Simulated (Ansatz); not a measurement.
Mulliken charges of C$_{3}$H$_{5}$NO (`NC#CCO`) from B3LYP/def2-TZVPP in Ansatz (PBE0-D4/def2-TZVP geometry).

```json
{"atom": "N1", "x (Å)": "1.113", "y (Å)": "0.427", "z (Å)": "-2.121", "charge (e)": "-0.290"}
{"atom": "C2", "x (Å)": "0.478", "y (Å)": "0.070", "z (Å)": "-0.997", "charge (e)": "0.293"}
{"atom": "C3", "x (Å)": "-0.069", "y (Å)": "-0.215", "z (Å)": "0.039", "charge (e)": "-0.430"}
{"atom": "C4", "x (Å)": "-0.743", "y (Å)": "-0.502", "z (Å)": "1.292", "charge (e)": "0.057"}
{"atom": "O5", "x (Å)": "-0.451", "y (Å)": "0.409", "z (Å)": "2.337", "charge (e)": "-0.337"}
{"atom": "H6", "x (Å)": "0.528", "y (Å)": "0.606", "z (Å)": "-2.922", "charge (e)": "0.176"}
{"atom": "H7", "x (Å)": "1.940", "y (Å)": "-0.103", "z (Å)": "-2.348", "charge (e)": "0.177"}
{"atom": "H8", "x (Å)": "-1.826", "y (Å)": "-0.545", "z (Å)": "1.106", "charge (e)": "0.088"}
{"atom": "H9", "x (Å)": "-0.448", "y (Å)": "-1.488", "z (Å)": "1.663", "charge (e)": "0.084"}
{"atom": "H10", "x (Å)": "-0.441", "y (Å)": "1.290", "z (Å)": "1.953", "charge (e)": "0.182"}
```

Question: By hand: the dipole of these point charges (1 e Å = 4.8032 D).

Answer: Σ q r = (0.114, -0.027, -0.745) e Å, of length 0.754 e Å = 3.62 D.

Question: How does the dipole of the full density compare? (Best estimate.)

Answer: Ansatz gave: (0.043, -0.019, -0.683) e Å, 3.29 D; the point charges give 1.10 times that, at 5° from its direction.

Point charges leave out the atoms' own dipoles, such as those of lone pairs, and Mulliken's split depends on the basis, so the close match here is no proof of good charges.

B3LYP here is the variant with VWN-RPA as its local correlation; programs differ in this.
